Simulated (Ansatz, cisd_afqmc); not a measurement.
Species: HO, charge 0, doublet. HO (SMILES [OH], doublet).
NHTBH set geometry:
```xyz
2

O      0.0000     0.0000    -0.1077
H      0.0000     0.0000     0.8612
```
Charge 0, spin multiplicity 2.

Total energies in aug-cc-pVTZ, 7 correlated electrons, 1 frozen orbitals. Radicals and triplets start from unrestricted determinants; spin-orbit coupling is neglected. Cores are frozen in correlated methods. No relativity. The Monte Carlo rows (phaseless AFQMC, CISD trial, step 0.005/hartree) carry one-sigma bars that omit the constraint's bias. Outlying blocks are dropped, and bars are widened where a walk drifts. Over all cases where full CI ran beside it in this data, AFQMC minus full CI had a median of +0.1 mEh and passed +0.4 mEh in a tenth of the cases.

```tsv
method	program	energy (Eh)	minus CCSDT(Q) (mEh)
HF	Ansatz	-75.42167	224.45
MP2	Ansatz	-75.62634	19.78
CCSD	Ansatz	-75.63969	6.42
CCSD(T)	Ansatz	-75.64557	0.55
CCSDT(Q)	Ansatz	-75.64612	0.00
AFQMC/CISD	cisd_afqmc	-75.6459 ± 0.0002	0.2 ± 0.2
```

Rough core times of Ansatz's runs on a shared machine: CCSD(T) under 20 s, CCSDT(Q) 80 s.

Ansatz is a program for electronic structure.
